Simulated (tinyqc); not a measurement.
Worked calculation: ROHF in the sto-3g basis, for CH, spin multiplicity 4. Computed by tinyqc, a small Python program that keeps every step (integrals from PySCF). Settings: charge = 0, multiplicity = 4, basis = sto-3g, energy threshold = 1e-08, iteration cap = 52, orthogonalisation = symmetric, start = Wolfsberg-Helmholz matrix, DIIS depth = 0, method = ROHF. Command: `OMP_NUM_THREADS=1 python tinyqc.py 26347 26348 out.jsonl` (the two numbers bound the seeds that draw the settings). One thread of a shared host (Intel(R) Xeon(R) Processor @ 2.60GHz), about 0.07 s of CPU time with the checks. Later iterations appear only in the table of the cycle.

## One-electron integrals

Geometry (angstrom):
```
atom,x,y,z
C,0.0000,0.0000,0.0000
H,0.0000,0.0000,1.2160
```

Basis sto-3g: exponents (1/bohr^2) and contraction coefficients of normalised primitives:
```
element,l (shell),exponent,coefficient
C,s (1),71.6168,0.1543
C,s (1),13.0451,0.5353
C,s (1),3.5305,0.4446
C,s (2),2.9412,-0.1000
C,s (2),0.6835,0.3995
C,s (2),0.2223,0.7001
C,p (3),2.9412,0.1559
C,p (3),0.6835,0.6077
C,p (3),0.2223,0.3920
H,s (1),3.4253,0.1543
H,s (1),0.6239,0.5353
H,s (1),0.1689,0.4446
```

Overlap, kinetic and nuclear-attraction integrals over the contracted functions; the nuclear repulsion is the sum of Za Zb / Rab.

nuclear repulsion = 2.611072 hartree

overlap S, lower triangle:
```
,1C 1s,1C 2s,1C 2px,1C 2py,1C 2pz,2H 1s
1C 1s,1.0000
1C 2s,0.2484,1.0000
1C 2px,0.0000,0.0000,1.0000
1C 2py,0.0000,0.0000,0.0000,1.0000
1C 2pz,0.0000,0.0000,0.0000,0.0000,1.0000
2H 1s,0.0465,0.4208,0.0000,0.0000,0.4213,1.0000
```

kinetic energy T (hartree), lower triangle:
```
,1C 1s,1C 2s,1C 2px,1C 2py,1C 2pz,2H 1s
1C 1s,15.8911
1C 2s,-0.0859,0.4722
1C 2px,0.0000,0.0000,1.4777
1C 2py,0.0000,0.0000,0.0000,1.4777
1C 2pz,0.0000,0.0000,0.0000,0.0000,1.4777
2H 1s,-0.0122,0.0704,0.0000,0.0000,0.1900,0.7600
```

nuclear attraction V (hartree), lower triangle:
```
,1C 1s,1C 2s,1C 2px,1C 2py,1C 2pz,2H 1s
1C 1s,-34.0879
1C 2s,-4.3003,-5.6181
1C 2px,0.0000,0.0000,-5.5423
1C 2py,0.0000,0.0000,0.0000,-5.5423
1C 2pz,-0.0136,-0.1464,0.0000,0.0000,-5.6442
2H 1s,-0.8175,-1.9620,0.0000,0.0000,-1.8359,-3.8035
```

core Hamiltonian H = T + V (hartree), lower triangle:
```
,1C 1s,1C 2s,1C 2px,1C 2py,1C 2pz,2H 1s
1C 1s,-18.1968
1C 2s,-4.3862,-5.1458
1C 2px,0.0000,0.0000,-4.0646
1C 2py,0.0000,0.0000,0.0000,-4.0646
1C 2pz,-0.0136,-0.1464,0.0000,0.0000,-4.1665
2H 1s,-0.8297,-1.8916,0.0000,0.0000,-1.6459,-3.0435
```

## Two-electron integrals

Functions are numbered as in S; the eight-fold symmetry (ij|kl) = (ji|kl) = (kl|ij) leaves the list below.

Two-electron integrals (ij|kl) in chemists' order, unique and non-zero (hartree):
```
i,j,k,l,(ij|kl)
1,1,1,1,3.5419
2,1,1,1,0.5769
2,1,2,1,0.1119
2,2,1,1,0.8547
2,2,2,1,0.2053
2,2,2,2,0.6247
3,1,3,1,0.0203
3,2,3,1,0.0309
3,2,3,2,0.1380
3,3,1,1,0.8524
3,3,2,1,0.2053
3,3,2,2,0.6246
3,3,3,3,0.6728
4,1,4,1,0.0203
4,2,4,1,0.0309
4,2,4,2,0.1380
4,3,4,3,0.0363
4,4,1,1,0.8524
4,4,2,1,0.2053
4,4,2,2,0.6246
4,4,3,3,0.6003
4,4,4,4,0.6728
5,1,5,1,0.0203
5,2,5,1,0.0309
5,2,5,2,0.1380
5,3,5,3,0.0363
5,4,5,4,0.0363
5,5,1,1,0.8524
5,5,2,1,0.2053
5,5,2,2,0.6246
5,5,3,3,0.6003
5,5,4,4,0.6003
5,5,5,5,0.6728
6,1,1,1,0.1084
6,1,2,1,0.0209
6,1,2,2,0.0383
6,1,3,3,0.0382
6,1,4,4,0.0382
6,1,5,1,0.0013
6,1,5,2,0.0024
6,1,5,5,0.0386
6,1,6,1,0.0040
6,2,1,1,0.2722
6,2,2,1,0.0663
6,2,2,2,0.2235
6,2,3,3,0.2181
6,2,4,4,0.2181
6,2,5,1,0.0063
6,2,5,2,0.0444
6,2,5,5,0.2343
6,2,6,1,0.0129
6,2,6,2,0.1069
6,3,3,1,0.0066
6,3,3,2,0.0352
6,3,5,3,0.0086
6,3,6,3,0.0128
6,4,4,1,0.0066
6,4,4,2,0.0352
6,4,5,4,0.0086
6,4,6,4,0.0128
6,5,1,1,0.2367
6,5,2,1,0.0584
6,5,2,2,0.2087
6,5,3,3,0.1982
6,5,4,4,0.1982
6,5,5,1,0.0114
6,5,5,2,0.0735
6,5,5,5,0.2294
6,5,6,1,0.0119
6,5,6,2,0.1184
6,5,6,5,0.1416
6,6,1,1,0.4291
6,6,2,1,0.1063
6,6,2,2,0.4083
6,6,3,3,0.3869
6,6,4,4,0.3869
6,6,5,1,0.0123
6,6,5,2,0.1177
6,6,5,5,0.4507
6,6,6,1,0.0210
6,6,6,2,0.2506
6,6,6,5,0.3062
6,6,6,6,0.7746
```

## Orthogonalisation

S = U s U^T; symmetric (Loewdin) form X = U s^(-1/2) U^T, so that X^T S X = 1.

eigenvalues of S: 0.3891  0.8184  1.0000  1.0000  1.1547  1.6377

X, lower triangle:
```
,1C 1s,1C 2s,1C 2px,1C 2py,1C 2pz,2H 1s
1C 1s,1.0255
1C 2s,-0.1393,1.1200
1C 2px,0.0000,0.0000,1.0000
1C 2py,0.0000,0.0000,0.0000,1.0000
1C 2pz,-0.0098,0.0935,0.0000,0.0000,1.0914
2H 1s,0.0246,-0.2823,0.0000,0.0000,-0.2768,1.1837
```

## Starting guess

The start is the generalised Wolfsberg-Helmholz matrix (K = 1.75) built on H; D(s) = C_occ C_occ^T for each spin.

D(alpha) at the start, lower triangle:
```
,1C 1s,1C 2s,1C 2px,1C 2py,1C 2pz,2H 1s
1C 1s,1.0443
1C 2s,-0.1745,0.7254
1C 2px,0.0000,0.0000,1.0000
1C 2py,0.0000,0.0000,0.0000,1.0000
1C 2pz,0.0750,-0.2705,0.0000,0.0000,0.7897
2H 1s,-0.0976,0.2550,0.0000,0.0000,0.1608,0.1863
```

D(beta) at the start, lower triangle:
```
,1C 1s,1C 2s,1C 2px,1C 2py,1C 2pz,2H 1s
1C 1s,1.0033
1C 2s,-0.0343,0.2453
1C 2px,0.0000,0.0000,0.0000
1C 2py,0.0000,0.0000,0.0000,0.0000
1C 2pz,-0.0749,0.2426,0.0000,0.0000,0.2415
2H 1s,-0.0843,0.2095,0.0000,0.0000,0.2094,0.1820
```

## Iteration 1: building the Fock matrix

J_ij = sum D_kl (ij|kl) with D = D(alpha) + D(beta), K_ij = sum D_kl (ik|jl) for each spin; F = H + J - K(s); E = tr D H + tr D J / 2 - 0.5 sum_s tr D(s) K(s) + E_nn.

Coulomb J (hartree), lower triangle:
```
,1C 1s,1C 2s,1C 2px,1C 2py,1C 2pz,2H 1s
1C 1s,10.9716
1C 2s,2.0926,4.6625
1C 2px,0.0000,0.0000,4.6360
1C 2py,0.0000,0.0000,0.0000,4.6360
1C 2pz,0.0167,0.1304,0.0000,0.0000,4.6998
2H 1s,0.3937,1.6964,0.0000,0.0000,1.6149,3.1998
```

exchange K(alpha) (hartree), lower triangle:
```
,1C 1s,1C 2s,1C 2px,1C 2py,1C 2pz,2H 1s
1C 1s,3.6257
1C 2s,0.6706,1.0185
1C 2px,0.0000,0.0000,0.8701
1C 2py,0.0000,0.0000,0.0000,0.8701
1C 2pz,0.0041,-0.0588,0.0000,0.0000,0.8498
2H 1s,0.1286,0.4347,0.0000,0.0000,0.3609,0.5188
```

exchange K(beta) (hartree), lower triangle:
```
,1C 1s,1C 2s,1C 2px,1C 2py,1C 2pz,2H 1s
1C 1s,3.5381
1C 2s,0.6048,0.4052
1C 2px,0.0000,0.0000,0.0804
1C 2py,0.0000,0.0000,0.0000,0.0804
1C 2pz,-0.0028,0.3008,0.0000,0.0000,0.3653
2H 1s,0.1130,0.3397,0.0000,0.0000,0.3653,0.4899
```

F(alpha) (hartree), lower triangle:
```
,1C 1s,1C 2s,1C 2px,1C 2py,1C 2pz,2H 1s
1C 1s,-10.8510
1C 2s,-2.9642,-1.5019
1C 2px,0.0000,0.0000,-0.2986
1C 2py,0.0000,0.0000,0.0000,-0.2986
1C 2pz,-0.0010,0.0428,0.0000,0.0000,-0.3165
2H 1s,-0.5647,-0.6299,0.0000,0.0000,-0.3919,-0.3625
```

F(beta) (hartree), lower triangle:
```
,1C 1s,1C 2s,1C 2px,1C 2py,1C 2pz,2H 1s
1C 1s,-10.7633
1C 2s,-2.8985,-0.8886
1C 2px,0.0000,0.0000,0.4910
1C 2py,0.0000,0.0000,0.0000,0.4910
1C 2pz,0.0058,-0.3168,0.0000,0.0000,0.1679
2H 1s,-0.5490,-0.5349,0.0000,0.0000,-0.3963,-0.3336
```

total energy of this density = -37.681756 hartree

## Iteration 1: Roothaan effective Fock matrix

With projectors Pc = D(beta) S, Po = (D(alpha) - D(beta)) S, Pv = 1 - D(alpha) S, the block xy is Px^T F Py; with Fc = (F(alpha) + F(beta))/2, the blocks are Fc for cc, oo, vv and cv, F(beta) for co and F(alpha) for ov.

effective F (hartree), lower triangle:
```
,1C 1s,1C 2s,1C 2px,1C 2py,1C 2pz,2H 1s
1C 1s,-10.8085
1C 2s,-2.9150,-1.1654
1C 2px,0.0000,0.0000,0.0962
1C 2py,0.0000,0.0000,0.0000,0.0962
1C 2pz,-0.0161,-0.1413,0.0000,0.0000,-0.0989
2H 1s,-0.5570,-0.5563,0.0000,0.0000,-0.4204,-0.3453
```

## Iteration 1: diagonalisation and new density

Diagonalise F' = X^T F X, C = X C', fill 5 alpha and 2 beta electrons from the bottom; D(s) = C_occ C_occ^T. Each column has its largest component positive (the first on a tie).

F' = X^T F X (hartree), lower triangle:
```
,1,2,3,4,5,6
1,-10.5803
2,-1.5504,-0.4894
3,0.0000,0.0000,0.0962
4,0.0000,0.0000,0.0000,0.0962
5,-0.0295,0.0291,0.0000,0.0000,0.1012
6,-0.0494,-0.3902,0.0000,0.0000,-0.4618,0.0426
```

orbital energies (hartree): MO1 -10.8143, MO2 -0.6133, MO3 -0.1304, MO4 0.0962, MO5 0.0962, MO6 0.6320

coefficients C:
```
,MO1,MO2,MO3,MO4,MO5,MO6
1C 1s,0.9935,-0.1850,-0.1947,0.0000,0.0000,0.1122
1C 2s,0.0264,0.5896,0.7911,0.0000,0.0000,-0.6229
1C 2px,0.0000,0.0000,0.0000,0.8821,0.4710,0.0000
1C 2py,0.0000,0.0000,0.0000,-0.4710,0.8821,0.0000
1C 2pz,0.0044,0.3063,-0.5873,0.0000,0.0000,-0.9153
2H 1s,-0.0066,0.4766,-0.3480,0.0000,0.0000,1.0999
```

D(alpha) after iteration 1, lower triangle:
```
,1C 1s,1C 2s,1C 2px,1C 2py,1C 2pz,2H 1s
1C 1s,1.0591
1C 2s,-0.2369,0.9741
1C 2px,0.0000,0.0000,1.0000
1C 2py,0.0000,0.0000,0.0000,1.0000
1C 2pz,0.0621,-0.2839,0.0000,0.0000,0.4387
2H 1s,-0.0270,0.0055,0.0000,0.0000,0.3503,0.3483
```

D(beta) after iteration 1, lower triangle:
```
,1C 1s,1C 2s,1C 2px,1C 2py,1C 2pz,2H 1s
1C 1s,1.0212
1C 2s,-0.0828,0.3483
1C 2px,0.0000,0.0000,0.0000
1C 2py,0.0000,0.0000,0.0000,0.0000
1C 2pz,-0.0523,0.1807,0.0000,0.0000,0.0938
2H 1s,-0.0948,0.2808,0.0000,0.0000,0.1460,0.2272
```

Within a degenerate level the vectors are fixed only up to a rotation; this is one choice.

## Iteration 2: building the Fock matrix

As before.

Coulomb J (hartree), lower triangle:
```
,1C 1s,1C 2s,1C 2px,1C 2py,1C 2pz,2H 1s
1C 1s,10.9000
1C 2s,2.0722,4.6155
1C 2px,0.0000,0.0000,4.5959
1C 2py,0.0000,0.0000,0.0000,4.5959
1C 2pz,0.0157,0.1376,0.0000,0.0000,4.6388
2H 1s,0.3897,1.6912,0.0000,0.0000,1.6163,3.2427
```

exchange K(alpha) (hartree), lower triangle:
```
,1C 1s,1C 2s,1C 2px,1C 2py,1C 2pz,2H 1s
1C 1s,3.6332
1C 2s,0.6575,1.0335
1C 2px,0.0000,0.0000,0.8768
1C 2py,0.0000,0.0000,0.0000,0.8768
1C 2pz,0.0027,-0.0531,0.0000,0.0000,0.7193
2H 1s,0.1294,0.4194,0.0000,0.0000,0.3908,0.6101
```

exchange K(beta) (hartree), lower triangle:
```
,1C 1s,1C 2s,1C 2px,1C 2py,1C 2pz,2H 1s
1C 1s,3.5548
1C 2s,0.5893,0.4610
1C 2px,0.0000,0.0000,0.0910
1C 2py,0.0000,0.0000,0.0000,0.0910
1C 2pz,0.0016,0.2622,0.0000,0.0000,0.2650
2H 1s,0.1106,0.3648,0.0000,0.0000,0.3106,0.4962
```

F(alpha) (hartree), lower triangle:
```
,1C 1s,1C 2s,1C 2px,1C 2py,1C 2pz,2H 1s
1C 1s,-10.9299
1C 2s,-2.9716,-1.5638
1C 2px,0.0000,0.0000,-0.3455
1C 2py,0.0000,0.0000,0.0000,-0.3455
1C 2pz,-0.0006,0.0443,0.0000,0.0000,-0.2470
2H 1s,-0.5694,-0.6198,0.0000,0.0000,-0.4204,-0.4109
```

F(beta) (hartree), lower triangle:
```
,1C 1s,1C 2s,1C 2px,1C 2py,1C 2pz,2H 1s
1C 1s,-10.8516
1C 2s,-2.9034,-0.9913
1C 2px,0.0000,0.0000,0.4403
1C 2py,0.0000,0.0000,0.0000,0.4403
1C 2pz,0.0006,-0.2710,0.0000,0.0000,0.2073
2H 1s,-0.5506,-0.5652,0.0000,0.0000,-0.3401,-0.2970
```

total energy of this density = -37.776878 hartree

## Iteration 2: Roothaan effective Fock matrix

As before.

effective F (hartree), lower triangle:
```
,1C 1s,1C 2s,1C 2px,1C 2py,1C 2pz,2H 1s
1C 1s,-10.8914
1C 2s,-2.9260,-1.1927
1C 2px,0.0000,0.0000,0.0474
1C 2py,0.0000,0.0000,0.0000,0.0474
1C 2pz,-0.0162,-0.1313,0.0000,0.0000,-0.1042
2H 1s,-0.5665,-0.5802,0.0000,0.0000,-0.4349,-0.3828
```

## Iteration 2: diagonalisation and new density

As before.

F' = X^T F X (hartree), lower triangle:
```
,1,2,3,4,5,6
1,-10.6652
2,-1.5461,-0.5076
3,0.0000,0.0000,0.0474
4,0.0000,0.0000,0.0000,0.0474
5,-0.0295,0.0477,0.0000,0.0000,0.1036
6,-0.0572,-0.4074,0.0000,0.0000,-0.4747,0.0141
```

orbital energies (hartree): MO1 -10.8966, MO2 -0.6450, MO3 -0.1569, MO4 0.0474, MO5 0.0474, MO6 0.6435

coefficients C:
```
,MO1,MO2,MO3,MO4,MO5,MO6
1C 1s,0.9939,-0.1846,-0.1922,0.0000,0.0000,0.1136
1C 2s,0.0247,0.5871,0.7869,0.0000,0.0000,-0.6306
1C 2px,0.0000,0.0000,0.0000,0.8856,0.4645,0.0000
1C 2py,0.0000,0.0000,0.0000,-0.4645,0.8856,0.0000
1C 2pz,0.0038,0.2853,-0.5878,0.0000,0.0000,-0.9217
2H 1s,-0.0052,0.4912,-0.3557,0.0000,0.0000,1.0909
```

D(alpha) after iteration 2, lower triangle:
```
,1C 1s,1C 2s,1C 2px,1C 2py,1C 2pz,2H 1s
1C 1s,1.0588
1C 2s,-0.2351,0.9645
1C 2px,0.0000,0.0000,1.0000
1C 2py,0.0000,0.0000,0.0000,1.0000
1C 2pz,0.0641,-0.2950,0.0000,0.0000,0.4269
2H 1s,-0.0275,0.0084,0.0000,0.0000,0.3492,0.3679
```

D(beta) after iteration 2, lower triangle:
```
,1C 1s,1C 2s,1C 2px,1C 2py,1C 2pz,2H 1s
1C 1s,1.0219
1C 2s,-0.0839,0.3453
1C 2px,0.0000,0.0000,0.0000
1C 2py,0.0000,0.0000,0.0000,0.0000
1C 2pz,-0.0489,0.1676,0.0000,0.0000,0.0814
2H 1s,-0.0959,0.2883,0.0000,0.0000,0.1401,0.2413
```

Within a degenerate level the vectors are fixed only up to a rotation; this is one choice.

## Iteration 3: building the Fock matrix

As before.

Coulomb J (hartree), lower triangle:
```
,1C 1s,1C 2s,1C 2px,1C 2py,1C 2pz,2H 1s
1C 1s,10.8869
1C 2s,2.0690,4.6083
1C 2px,0.0000,0.0000,4.5886
1C 2py,0.0000,0.0000,0.0000,4.5886
1C 2pz,0.0149,0.1351,0.0000,0.0000,4.6318
2H 1s,0.3891,1.6897,0.0000,0.0000,1.6155,3.2482
```

exchange K(alpha) (hartree), lower triangle:
```
,1C 1s,1C 2s,1C 2px,1C 2py,1C 2pz,2H 1s
1C 1s,3.6328
1C 2s,0.6571,1.0298
1C 2px,0.0000,0.0000,0.8756
1C 2py,0.0000,0.0000,0.0000,0.8756
1C 2pz,0.0021,-0.0584,0.0000,0.0000,0.7127
2H 1s,0.1293,0.4199,0.0000,0.0000,0.3903,0.6207
```

exchange K(beta) (hartree), lower triangle:
```
,1C 1s,1C 2s,1C 2px,1C 2py,1C 2pz,2H 1s
1C 1s,3.5555
1C 2s,0.5883,0.4612
1C 2px,0.0000,0.0000,0.0907
1C 2py,0.0000,0.0000,0.0000,0.0907
1C 2pz,0.0015,0.2547,0.0000,0.0000,0.2566
2H 1s,0.1106,0.3659,0.0000,0.0000,0.3063,0.5021
```

F(alpha) (hartree), lower triangle:
```
,1C 1s,1C 2s,1C 2px,1C 2py,1C 2pz,2H 1s
1C 1s,-10.9427
1C 2s,-2.9743,-1.5673
1C 2px,0.0000,0.0000,-0.3516
1C 2py,0.0000,0.0000,0.0000,-0.3516
1C 2pz,-0.0008,0.0471,0.0000,0.0000,-0.2474
2H 1s,-0.5700,-0.6218,0.0000,0.0000,-0.4207,-0.4160
```

F(beta) (hartree), lower triangle:
```
,1C 1s,1C 2s,1C 2px,1C 2py,1C 2pz,2H 1s
1C 1s,-10.8654
1C 2s,-2.9055,-0.9987
1C 2px,0.0000,0.0000,0.4333
1C 2py,0.0000,0.0000,0.0000,0.4333
1C 2pz,-0.0002,-0.2660,0.0000,0.0000,0.2087
2H 1s,-0.5512,-0.5678,0.0000,0.0000,-0.3366,-0.2974
```

total energy of this density = -37.777811 hartree

## Iteration 3: Roothaan effective Fock matrix

As before.

effective F (hartree), lower triangle:
```
,1C 1s,1C 2s,1C 2px,1C 2py,1C 2pz,2H 1s
1C 1s,-10.9046
1C 2s,-2.9285,-1.1974
1C 2px,0.0000,0.0000,0.0409
1C 2py,0.0000,0.0000,0.0000,0.0409
1C 2pz,-0.0167,-0.1295,0.0000,0.0000,-0.1031
2H 1s,-0.5672,-0.5825,0.0000,0.0000,-0.4356,-0.3879
```

## Iteration 3: diagonalisation and new density

As before.

F' = X^T F X (hartree), lower triangle:
```
,1,2,3,4,5,6
1,-10.6785
2,-1.5464,-0.5116
3,0.0000,0.0000,0.0409
4,0.0000,0.0000,0.0000,0.0409
5,-0.0302,0.0503,0.0000,0.0000,0.1054
6,-0.0574,-0.4081,0.0000,0.0000,-0.4752,0.0089
```

orbital energies (hartree): MO1 -10.9098, MO2 -0.6484, MO3 -0.1607, MO4 0.0409, MO5 0.0409, MO6 0.6432

coefficients C:
```
,MO1,MO2,MO3,MO4,MO5,MO6
1C 1s,0.9939,-0.1850,-0.1918,0.0000,0.0000,0.1136
1C 2s,0.0246,0.5881,0.7865,0.0000,0.0000,-0.6302
1C 2px,0.0000,0.0000,0.0000,0.7949,0.6067,0.0000
1C 2py,0.0000,0.0000,0.0000,-0.6067,0.7949,0.0000
1C 2pz,0.0038,0.2809,-0.5865,0.0000,0.0000,-0.9239
2H 1s,-0.0052,0.4929,-0.3600,0.0000,0.0000,1.0888
```

D(alpha) after iteration 3, lower triangle:
```
,1C 1s,1C 2s,1C 2px,1C 2py,1C 2pz,2H 1s
1C 1s,1.0588
1C 2s,-0.2352,0.9650
1C 2px,0.0000,0.0000,1.0000
1C 2py,0.0000,0.0000,0.0000,1.0000
1C 2pz,0.0643,-0.2960,0.0000,0.0000,0.4229
2H 1s,-0.0273,0.0066,0.0000,0.0000,0.3496,0.3726
```

D(beta) after iteration 3, lower triangle:
```
,1C 1s,1C 2s,1C 2px,1C 2py,1C 2pz,2H 1s
1C 1s,1.0220
1C 2s,-0.0843,0.3465
1C 2px,0.0000,0.0000,0.0000
1C 2py,0.0000,0.0000,0.0000,0.0000
1C 2pz,-0.0481,0.1653,0.0000,0.0000,0.0789
2H 1s,-0.0963,0.2897,0.0000,0.0000,0.1384,0.2430
```

Within a degenerate level the vectors are fixed only up to a rotation; this is one choice.

## Iteration 8 (converged): orbitals

converged F (hartree), lower triangle:
```
,1C 1s,1C 2s,1C 2px,1C 2py,1C 2pz,2H 1s
1C 1s,-10.9073
1C 2s,-2.9291,-1.1992
1C 2px,0.0000,0.0000,0.0394
1C 2py,0.0000,0.0000,0.0000,0.0394
1C 2pz,-0.0168,-0.1293,0.0000,0.0000,-0.1020
2H 1s,-0.5674,-0.5834,0.0000,0.0000,-0.4355,-0.3893
```

As before.

F' = X^T F X (hartree), lower triangle:
```
,1,2,3,4,5,6
1,-10.6812
2,-1.5464,-0.5132
3,0.0000,0.0000,0.0394
4,0.0000,0.0000,0.0000,0.0394
5,-0.0304,0.0506,0.0000,0.0000,0.1067
6,-0.0574,-0.4085,0.0000,0.0000,-0.4752,0.0075
```

orbital energies (hartree): MO1 -10.9125, MO2 -0.6496, MO3 -0.1613, MO4 0.0394, MO5 0.0394, MO6 0.6432

coefficients C:
```
,MO1,MO2,MO3,MO4,MO5,MO6
1C 1s,0.9939,-0.1852,-0.1915,0.0000,0.0000,0.1135
1C 2s,0.0246,0.5892,0.7861,0.0000,0.0000,-0.6297
1C 2px,0.0000,0.0000,0.0000,0.9683,0.2499,0.0000
1C 2py,0.0000,0.0000,0.0000,-0.2499,0.9683,0.0000
1C 2pz,0.0038,0.2792,-0.5860,0.0000,0.0000,-0.9248
2H 1s,-0.0052,0.4929,-0.3622,0.0000,0.0000,1.0880
```

D(alpha) after iteration 8, lower triangle:
```
,1C 1s,1C 2s,1C 2px,1C 2py,1C 2pz,2H 1s
1C 1s,1.0588
1C 2s,-0.2353,0.9656
1C 2px,0.0000,0.0000,1.0000
1C 2py,0.0000,0.0000,0.0000,1.0000
1C 2pz,0.0643,-0.2960,0.0000,0.0000,0.4213
2H 1s,-0.0271,0.0056,0.0000,0.0000,0.3498,0.3742
```

D(beta) after iteration 8, lower triangle:
```
,1C 1s,1C 2s,1C 2px,1C 2py,1C 2pz,2H 1s
1C 1s,1.0221
1C 2s,-0.0847,0.3477
1C 2px,0.0000,0.0000,0.0000
1C 2py,0.0000,0.0000,0.0000,0.0000
1C 2pz,-0.0479,0.1646,0.0000,0.0000,0.0779
2H 1s,-0.0965,0.2903,0.0000,0.0000,0.1376,0.2430
```

Within a degenerate level the vectors are fixed only up to a rotation; this is one choice.

## Convergence

Stop when the energy changes by less than 1e-08 hartree and every element of the error matrix X^T (F D S - S D F) X is below 3e-05.

Course of the cycle:
```
iteration,E (hartree),change,largest element of the error matrix
1,-37.681756,-,2.81e-01
2,-37.776878,-9.51e-02,3.22e-02
3,-37.777811,-9.33e-04,6.46e-03
4,-37.777846,-3.55e-05,1.48e-03
5,-37.777849,-2.48e-06,3.93e-04
6,-37.777849,-2.23e-07,1.13e-04
7,-37.777849,-2.14e-08,3.41e-05
8,-37.777849,-2.09e-09,1.05e-05
```

PySCF ROHF in the same basis = -37.777849 hartree

Converged in 8 iterations.

## Populations, bond orders and dipole

Mulliken: Z minus the diagonal of D S on the atom; Loewdin: the same with S^(1/2) D S^(1/2); Mayer order: 2 sum_s sum (D(s) S)_ij (D(s) S)_ji over the two atoms.

Charges (e):
```
atom,Mulliken,Loewdin,Mulliken spin
1C,-0.0587,-0.0406,2.8960
2H,0.0587,0.0406,0.1040
```

Mayer bond orders:
```
pair,order
2-1,0.9857
```

dipole moment about the origin, x y z (debye): 0.0000  0.0000  0.0762
